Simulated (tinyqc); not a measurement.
Inside a calculation. Method: Pariser-Parr-Pople SCF with singles CI, for the molecule c1ccoc1 (SMILES; centres numbered as the heavy atoms are written). Computed by tinyqc, a small Python program that keeps every step. Settings: charge = 0, gamma = MN, start = huckel, damping = 0.3, iteration cap = 82, excitations kept = 9. Command: `OMP_NUM_THREADS=1 python tinyqc.py 23577 23578 out.jsonl` (the two numbers bound the seeds that draw the settings). One thread of a shared host (Intel(R) Xeon(R) Processor @ 2.60GHz), about 0.01 s of CPU time with the checks. Later iterations appear only in the table of the cycle.

## PPP integrals

Centres (angstrom, eV; a flat drawing with bonds scaled to 1.40 angstrom):
```
centre         x         y  core charge z         W  gamma_rr
1C       1.19100   0.00000              1  11.16000  11.13000
2C       0.36800   1.13300              1  11.16000  11.13000
3C      -0.96300   0.70000              1  11.16000  11.13000
4O      -0.96300  -0.70000              2  33.00000  21.50000
5C       0.36800  -1.13300              1  11.16000  11.13000
```

Resonance integrals (eV):
```
i  j      beta
1  2  -2.39000
2  3  -2.39000
3  4  -2.24000
4  5  -2.24000
5  1  -2.39000
```

Mataga-Nishimoto: gamma = 14.399645/(R + a), a = 2 x 14.399645/(gamma_rr + gamma_ss); H_rr = -W_r - sum_(s != r) z_s gamma_rs; H_rs = beta for bonds.

repulsion gamma_rs (eV):
```
          1C        2C        3C        4O        5C
1C  11.13000   5.34482   4.04637   4.57496   5.34482
2C   5.34482  11.13000   5.34621   4.57441   4.04511
3C   4.04637   5.34621  11.13000   6.30844   4.04594
4O   4.57496   4.57441   6.30844  21.50000   6.30937
5C   5.34482   4.04511   4.04594   6.30937  11.13000
```

core matrix H (eV):
```
           1C         2C         3C         4O         5C
1C  -35.04593   -2.39000    0.00000    0.00000   -2.39000
2C   -2.39000  -35.04495   -2.39000    0.00000    0.00000
3C    0.00000   -2.39000  -37.21539   -2.24000    0.00000
4O    0.00000    0.00000   -2.24000  -54.76718   -2.24000
5C   -2.39000    0.00000    0.00000   -2.24000  -37.21461
```

## Starting guess

pi electrons, sum of z_r less the charge = 6

Orbitals of the Hueckel matrix of the beta values.

P at the start:
```
          1C        2C        3C        4O        5C
1C   1.19458   0.64180  -0.23965  -0.25312   0.65478
2C   0.64180   1.19458   0.65478  -0.25312  -0.23965
3C  -0.23965   0.65478   1.19699   0.64220  -0.25022
4O  -0.25312  -0.25312   0.64220   1.21685   0.64220
5C   0.65478  -0.23965  -0.25022   0.64220   1.19699
```

## Iteration 1: Fock matrix

F_rr = H_rr + P_rr gamma_rr / 2 + sum_(s != r) P_ss gamma_rs; F_rs = H_rs - P_rs gamma_rs / 2; E = tr P (H + F) / 2 + core repulsion sum_(r<s) z_r z_s gamma_rs.

F (eV):
```
          1C        2C        3C         4O        5C
1C  -5.20503  -4.10514   0.48485    0.57901  -4.13983
2C  -4.10514  -5.20457  -4.14029    0.57894   0.48470
3C   0.48485  -4.14029  -6.81454   -4.26563   0.50619
4O   0.57901   0.57894  -4.26563  -15.65295  -4.26593
5C  -4.13983   0.48470   0.50619   -4.26593  -6.81579
```

pi energy = -93.65187 eV

## Iteration 1: orbitals and new P

Diagonalise F (the basis is taken as orthonormal) and form P = 2 sum c c over the lowest orbitals; 0.3 of the old P is kept.

orbital energies (eV): -18.70088  -10.95486  -9.78424  -1.61613  1.36323

P after iteration 1:
```
          1C        2C        3C        4O        5C
1C   1.08369   0.60855  -0.11551  -0.23662   0.73362
2C   0.60855   1.08370   0.73363  -0.23658  -0.11555
3C  -0.11551   0.73363   1.13353   0.49922  -0.39129
4O  -0.23662  -0.23658   0.49922   1.56548   0.49921
5C   0.73362  -0.11555  -0.39129   0.49921   1.13360
```

## Iteration 2: Fock matrix

As before.

F (eV):
```
          1C        2C        3C         4O        5C
1C  -5.41543  -4.01629   0.23370    0.54126  -4.35054
2C  -4.01629  -5.41527  -4.35108    0.54110   0.23370
3C   0.23370  -4.35108  -6.26641   -3.81464   0.79156
4O   0.54126   0.54110  -3.81464  -13.72006  -3.81486
5C  -4.35054   0.23370   0.79156   -3.81486  -6.26693
```

pi energy = -95.49058 eV

## Iteration 2: orbitals and new P

As before.

orbital energies (eV): -16.60349  -11.13507  -9.61606  -0.88824  1.15878

P after iteration 2:
```
          1C        2C        3C        4O        5C
1C   1.06195   0.58706  -0.08488  -0.22913   0.76552
2C   0.58706   1.06194   0.76553  -0.22908  -0.08491
3C  -0.08488   0.76553   1.09987   0.45248  -0.42521
4O  -0.22913  -0.22908   0.45248   1.67632   0.45248
5C   0.76552  -0.08491  -0.42521   0.45248   1.09993
```

## Iteration 3: Fock matrix

As before.

F (eV):
```
          1C        2C        3C         4O        5C
1C  -5.46184  -3.95885   0.17174    0.52413  -4.43578
2C  -3.95885  -5.46173  -4.43635    0.52396   0.17174
3C   0.17174  -4.43635  -6.09506   -3.66721   0.86020
4O   0.52413   0.52396  -3.66721  -13.15236  -3.66744
5C  -4.43578   0.17174   0.86020   -3.66744  -6.09543
```

pi energy = -96.03209 eV

## Iteration 3: orbitals and new P

As before.

orbital energies (eV): -16.00269  -11.12924  -9.58309  -0.67611  1.12472

P after iteration 3:
```
          1C        2C        3C        4O        5C
1C   1.05938   0.57335  -0.07744  -0.22629   0.78013
2C   0.57335   1.05937   0.78014  -0.22624  -0.07745
3C  -0.07744   0.78014   1.08389   0.43550  -0.43007
4O  -0.22629  -0.22624   0.43550   1.71343   0.43551
5C   0.78013  -0.07745  -0.43007   0.43551   1.08393
```

## Convergence

Stop when output and input P, before any damping, agree to 1e-7.

Course of the cycle:
```
iteration       E (eV)  largest |P(out) - P(in)|
1          -93.6518729                  4.98e-01
2          -95.4905776                  1.58e-01
3          -96.0320881                  5.30e-02
4          -96.1976793                  1.90e-02
5          -96.2488906                  7.63e-03
6          -96.2648312                  4.74e-03
7          -96.2698284                  2.95e-03
8          -96.2714089                  1.83e-03
9          -96.2719141                  1.14e-03
10         -96.2720777                  7.07e-04
11         -96.2721313                  4.40e-04
...                ...                       ...
19         -96.2721584                  9.77e-06
20         -96.2721584                  6.07e-06
21         -96.2721584                  3.77e-06
22         -96.2721585                  2.34e-06
23         -96.2721585                  1.46e-06
24         -96.2721585                  9.04e-07
25         -96.2721585                  5.62e-07
26         -96.2721585                  3.49e-07
27         -96.2721585                  2.17e-07
28         -96.2721585                  1.35e-07
29         -96.2721585                  8.37e-08
```

Converged in 29 iterations.

## Converged orbitals

Charges are z - P_rr.

orbital energies (eV): -15.70591  -11.08728  -9.58816  -0.57971  1.12758

coefficients:
```
        MO1       MO2       MO3       MO4       MO5
1C  0.17502   0.61016   0.35739  -0.31158  -0.61013
2C  0.17504   0.61026  -0.35721  -0.31135   0.61025
3C  0.35343   0.19506  -0.61016   0.58052  -0.35741
4O  0.82999  -0.42341  -0.00007  -0.36310   0.00004
5C  0.35345   0.19486   0.61023   0.58064   0.35719
```

pi charges: 1C -0.06132, 2C -0.06130, 3C -0.07052, 4O 0.26368, 5C -0.07055

## Singles CI, singlets

Over the 6 single excitations with the smallest orbital gaps: A = (e_a - e_i) delta + 2 (ia|jb) - (ij|ab), with (pq|rs) = sum c_mp c_mq gamma_mn c_nr c_ns. f = 2/3 w |mu|^2 in atomic units, mu = sqrt2 sum c_ia sum_m c_mi c_ma R_m.

singlet CI matrix (eV):
```
          3>4       2>4      3>5       2>5       1>4       1>5
3>4   5.96398   0.00052  0.00054  -0.07338   0.00005   0.36132
2>4   0.00052   6.92689  0.97219   0.00008  -0.05523   0.00025
3>5   0.00054   0.97219  7.24346   0.00003   0.00451   0.00031
2>5  -0.07338   0.00008  0.00003   8.51729   0.00031   0.33431
1>4   0.00005  -0.05523  0.00451   0.00031  10.88681  -0.00020
1>5   0.36132   0.00025  0.00031   0.33431  -0.00020  12.14565
```

singlet excitation energies (eV): 5.93958  6.09976  8.06979  8.49113  10.88761  12.19622

oscillator strengths: 0.40432  0.01176  1.02227  0.23836  0.02454  0.04177

## Singles CI, triplets

Over the 6 single excitations with the smallest orbital gaps: A = (e_a - e_i) delta - (ij|ab), with (pq|rs) = sum c_mp c_mq gamma_mn c_nr c_ns.

triplet CI matrix (eV):
```
          3>4       2>4       3>5       2>5       1>4       1>5
3>4   2.53105  -0.00026  -0.00012  -1.00543  -0.00019  -0.91165
2>4  -0.00026   4.55973  -1.00543   0.00028   0.71112   0.00013
3>5  -0.00012  -1.00543   4.79675   0.00037  -0.91165   0.00049
2>5  -1.00543   0.00028   0.00037   5.44124   0.00013  -0.55206
1>4  -0.00019   0.71112  -0.91165   0.00013   7.58987   0.00013
1>5  -0.91165   0.00013   0.00049  -0.55206   0.00013  11.57004
```

triplet excitation energies (eV): 2.10417  3.66416  5.14658  5.74416  8.13561  11.69400
